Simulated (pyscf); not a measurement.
# Four-centre exchange: H₂N–SiH(Cl)–Cl + water (H₂O) -> H₂N–SiH(OH)–Cl + hydrogen chloride (HCl)

Gas phase, singlet surface, charge 0. Bonds broken: Si2–Cl3, O8–H9. Bonds formed: Si2–O8, Cl3–H9. PySCF, gas phase, ωB97X-D3(BJ)/def2-SVP geometries.

Transition state (Å):

```xyz
10

N     -0.6591     0.0208     1.1296
Si    -0.6924     0.6403    -0.4369
Cl     0.3658    -1.6733    -1.1595
Cl    -1.9324     2.3175    -0.2399
H     -0.2186    -0.8666     1.3404
H     -1.1859     0.4529     1.8790
H      0.4386     1.1664    -1.2063
O     -1.8091    -0.2518    -1.5612
H     -1.1162    -1.0814    -1.7334
H     -2.1475     0.2199    -2.3376
```

One imaginary mode, 283i cm⁻¹; descent along it reached the two sides named, in the forms told below.

| bond | change | reactant side (Å) | saddle | product side |
|---|---|---|---|---|
| Si2–Cl3 | breaks | 2.208 | 2.6 | 3.8 |
| O8–H9 | breaks | 0.973 | 1.095 | 1.849 |
| Si2–O8 | forms | 1.924 | 1.818 | 1.681 |
| Cl3–H9 | forms | 2.434 | 1.696 | 1.303 |

Electronic energies relative to the separated reactants (kcal/mol):

```json
[
 {"level": "ωB97X-D3(BJ)/def2-TZVP", "barrier": "9.7", "reaction energy": "-0.9", "reverse barrier": "10.6"},
 {"level": "PBE/def2-TZVP", "barrier": "7.3", "reaction energy": "-1.7", "reverse barrier": "9.1"},
 {"level": "r²SCAN/def2-TZVP", "barrier": "6.8", "reaction energy": "-2.8", "reverse barrier": "9.6"},
 {"level": "B3LYP-D3(BJ)/def2-TZVP", "barrier": "8.7", "reaction energy": "-2.8", "reverse barrier": "11.5"},
 {"level": "PBE0-D3(BJ)/def2-TZVP", "barrier": "7.6", "reaction energy": "-1.3", "reverse barrier": "8.9"},
 {"level": "M06-2X/def2-TZVP", "barrier": "7.4", "reaction energy": "-3.6", "reverse barrier": "11.0"},
 {"level": "ωB97M-D3(BJ)/def2-TZVP", "barrier": "8.8", "reaction energy": "-2.9", "reverse barrier": "11.7"},
 {"level": "HF/def2-TZVP", "barrier": "21.9", "reaction energy": "-4.6", "reverse barrier": "26.5"}
]
```

With ωB97M-D3(BJ)/def2-TZVP energies and thermal terms (ideal gas, 1 atm, RRHO with modes under 100 cm⁻¹ raised to 100, one conformer, R ln 2 for chiral ones without a mode under 150 cm⁻¹), in kcal/mol:

```
T (K)  ΔH‡   ΔG‡    ΔH    ΔG
-----  ---  ----  ----  ----
298    8.0  19.9  -4.3  -4.1
600    7.9  32.0  -4.0  -4.0
900    8.5  44.0  -3.6  -4.1
1200   9.2  55.7  -3.1  -4.4
```

On the reactant side the descent ends in an adduct with a O–Si contact, 5.4 kcal/mol over the separated species and 4.3 kcal/mol under the saddle at ωB97X-D3(BJ)/def2-TZVP. On the product side the descent ends in a complex, 5.4 kcal/mol under the separated species and 16.0 kcal/mol under the saddle at ωB97X-D3(BJ)/def2-TZVP. What is counted as formed (O–Si) is already present as a longer contact in the reactant adduct; forming that adduct is a step of its own. One saddle was located; it need not be the lowest between these sides.
